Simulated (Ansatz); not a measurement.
**C₅H₆S: how energies converge with the basis set**

One table from this session's results is given with a row withheld; the runs are named, their logs left out.

Computed with Ansatz 0.2.0, Gaussian basis. Level: one geometry, several basis sets.

The runs, in order: PBE0-D4/def2-SVP; ωB97M-V/def2-SVP; PBE0-D4/def2-QZVPP; ωB97M-V/def2-QZVPP; the functionals' def2-TZVPP values are taken from earlier runs.

### Structure used throughout

All runs share one geometry, relaxed beforehand with PBE0-D4 in a triple-zeta def2 set.

SMILES `Cc1cccs1`, 12 atoms, charge 0, spin multiplicity 1.

Atoms are counted from 1 here; the program's logs count them from 0.

Bond lengths: C1–C2 1.489 Å, C1–H7 1.091 Å, C1–H8 1.093 Å, C1–H9 1.093 Å, C2–C3 1.365 Å, C2–S6 1.718 Å, C3–C4 1.418 Å, C3–H10 1.083 Å, C4–C5 1.361 Å, C4–H11 1.082 Å, C5–S6 1.708 Å, C5–H12 1.079 Å. Angles: C2–C1–H7 109.7°, C2–C1–H8 111.9°, C2–C1–H9 111.9°, H7–C1–H8 107.9°, H7–C1–H9 107.9°, H8–C1–H9 107.5°, C1–C2–C3 128.3°, C1–C2–S6 121.6°, C3–C2–S6 110.1°, C2–C3–C4 113.4°, C2–C3–H10 122.6°, C4–C3–H10 124.0°, C3–C4–C5 112.5°, C3–C4–H11 124.1°, C5–C4–H11 123.4°, C4–C5–S6 111.2°, C4–C5–H12 128.4°, S6–C5–H12 120.4° and more.

Coordinates:

```xyz
12

C    -0.17359   -0.62857    1.89617
C    -0.13857   -0.09014    0.50834
C     0.72921   -0.40215   -0.49787
C     0.47404    0.30243   -1.70166
C    -0.58928    1.14517   -1.59521
S    -1.27553    1.07846   -0.03246
H     0.63262   -1.35126    2.03002
H    -1.11786   -1.13501    2.11266
H    -0.04495    0.16000    2.64220
H     1.53048   -1.12027   -0.37492
H     1.05567    0.18757   -2.60680
H    -1.00523    1.79876   -2.34647
```

The first run:

The input, in.yaml:

```yaml
crystal:
  periodic: [false, false, false]
  atoms:
    - {symbol: C, position_ang: [-0.173593, -0.628566, 1.896175]}
    - {symbol: C, position_ang: [-0.138574, -0.090138, 0.508343]}
    - {symbol: C, position_ang: [0.729212, -0.402146, -0.497871]}
    - {symbol: C, position_ang: [0.474045, 0.302426, -1.701660]}
    - {symbol: C, position_ang: [-0.589283, 1.145166, -1.595212]}
    - {symbol: S, position_ang: [-1.275527, 1.078461, -0.032464]}
    - {symbol: H, position_ang: [0.632624, -1.351265, 2.030022]}
    - {symbol: H, position_ang: [-1.117863, -1.135005, 2.112663]}
    - {symbol: H, position_ang: [-0.044953, 0.160002, 2.642196]}
    - {symbol: H, position_ang: [1.530475, -1.120267, -0.374924]}
    - {symbol: H, position_ang: [1.055666, 0.187574, -2.606800]}
    - {symbol: H, position_ang: [-1.005230, 1.798757, -2.346467]}
basis:
  gaussian: {orbitals: def2-SVP}
hamiltonian: {xc: pbe0, dispersion: d4}
output: {orbitals: {seedname: orbitals}}
```

Started as:

```
$ ansatz run in.yaml --threads 4 --pin off --events-out ev --progress --plain --max-ram 10444MiB
```

Steps of the session up to this table: PBE0-D4 in def2-SVP; ωB97M-V in def2-SVP; PBE0-D4 in def2-QZVPP; ωB97M-V in def2-QZVPP.

One table of the session follows, with a row left open; its other results are not shown here.

It belongs to the step «Density functionals: the series». 

| functional | basis | HOMO (eV) | LUMO (eV) |
| --- | --- | --- | --- |
| PBE0-D4 | def2-SVP | -6.52 | -0.10 |
| PBE0-D4 | def2-TZVPP | -6.54 | -0.26 |
| PBE0-D4 | def2-QZVPP | -6.56 | -0.32 |
| ωB97M-V | def2-SVP | -8.62 | 2.01 |
| ωB97M-V | def2-TZVPP | -8.65 | 1.76 |
| ωB97M-V | def2-QZVPP | ? | ? |

**Question.** Estimate the row for ωB97M-V, def2-QZVPP.

**Answer.** HOMO (eV): -8.67; LUMO (eV): 1.64. In the column «HOMO (eV)» it is the lowest.
